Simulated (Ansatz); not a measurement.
# C₃H₄N+: functionals against CCSD(T) at one geometry

One table from this session's results is given with a row withheld; the runs are named, their logs left out.

Method: single points in def2-TZVPP; program: Ansatz 0.2.0, Gaussian basis.

Cores are frozen in the correlated methods.

### Starting geometry

SMILES `[CH+]=C=NC`, 8 atoms, charge 1, spin multiplicity 1.

Atoms are counted from 1 here; the program's logs count them from 0.

Bond lengths: C1–C2 1.202 Å, C1–H5 1.067 Å, C2–N3 1.234 Å, N3–C4 1.321 Å, C4–H6 1.064 Å, C4–H7 1.107 Å, C4–H8 1.088 Å. Angles: C2–C1–H5 177.0°, C1–C2–N3 167.6°, C2–N3–C4 142.4°, N3–C4–H6 105.5°, N3–C4–H7 114.3°, N3–C4–H8 105.3°, H6–C4–H7 123.7°, H6–C4–H8 96.3°, H7–C4–H8 109.0°.

Coordinates:

```xyz
8

C     0.8107    2.0042   -0.7326
C     0.4985    0.8922   -0.4005
N     0.3850   -0.2271    0.1072
C    -0.5036   -1.1629    0.3884
H     1.1175    2.9693   -1.0689
H    -0.1629   -2.0388   -0.1107
H    -1.5539   -0.8143    0.3688
H    -0.2600   -1.4959    1.3955
```

The first run:

Input file run/in.yaml:

```yaml
crystal:
  periodic: [false, false, false]
  atoms:
    - {symbol: C, position_ang: [0.810700, 2.004200, -0.732600]}
    - {symbol: C, position_ang: [0.498500, 0.892200, -0.400500]}
    - {symbol: N, position_ang: [0.385000, -0.227100, 0.107200]}
    - {symbol: C, position_ang: [-0.503600, -1.162900, 0.388400]}
    - {symbol: H, position_ang: [1.117500, 2.969300, -1.068900]}
    - {symbol: H, position_ang: [-0.162900, -2.038800, -0.110700]}
    - {symbol: H, position_ang: [-1.553900, -0.814300, 0.368800]}
    - {symbol: H, position_ang: [-0.260000, -1.495900, 1.395500]}
basis:
  gaussian: {orbitals: def2-TZVPP}
total_charge: 1
correlation: {method: ccsd_t}
output: {forces: true}
```

Run with:

```bash
> ansatz run in.yaml --threads 4 --pin off --events-out ev --progress --plain --max-ram 5222MiB
```

Among the steps run: CCSD(T)/def2-TZVPP; PBE0-D4/def2-TZVPP; wB97M-V/def2-TZVPP; r2SCAN-D4/def2-TZVPP; PBE-D4/def2-TZVPP; r2SCAN0-D4/def2-TZVPP; r2SCANh-D4/def2-TZVPP.

One of the session's tables, all rows but one given; the rest of the session is left out.

| method | RMS force component (eV/Å) | angle to CCSD(T) forces (°) |
| --- | --- | --- |
| CCSD(T) | 1.782 | reference |
| PBE0-D4 | 1.562 | 10.4 |
| wB97M-V | 1.582 | 7.3 |
| r2SCAN-D4 | 1.593 | 9.9 |
| PBE-D4 | ? | ? |
| r2SCAN0-D4 | 1.565 | 11.1 |
| r2SCANh-D4 | 1.578 | 10.0 |

Q: Estimate the row for PBE-D4 from the others.

**Answer.** RMS force component (eV/Å): 1.611; angle to CCSD(T) forces (°): 12.8. In the column «RMS force component (eV/Å)» it lies between r2SCAN-D4 (1.593) and CCSD(T) (1.782).
